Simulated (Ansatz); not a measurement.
`[F][AlH][SH]`, relaxed with RKS PBE0-D4/def2-TZVP in Ansatz 0.2.0 from a PBE-D4/def2-SVP geometry. The force threshold is 0.005 eV/Å; the program also tests the step.

Total charge 0; spin multiplicity 1.

Start:

```xyz
5

F    -0.824    1.603   -0.828
Al   -0.128    0.527    0.257
S     1.273   -0.995   -0.516
H    -0.543    0.716    1.775
H     0.222   -1.851   -0.688
```

Problem. How much energy does the relaxation release, and in how many steps? (Estimate.)

Solution. Ansatz gave: 6.01 kcal/mol, in 17 steps.

Problem. Which bonds change most? (An estimate is asked.)

Solution. Ansatz gave: Al2–S3 from 2.208 to 2.169 Å; F1–Al2 from 1.679 to 1.645 Å; S3–H5 from 1.367 to 1.345 Å; Al2–H4 from 1.585 to 1.569 Å.

Problem. Give the relaxed structure. (Best estimate.)

Solution. Ansatz gave: 
```xyz
5

F    -0.494    1.967   -0.678
Al   -0.247    0.539    0.103
S     0.780   -1.006   -1.020
H    -0.748    0.360    1.579
H     0.709   -1.860    0.016
```
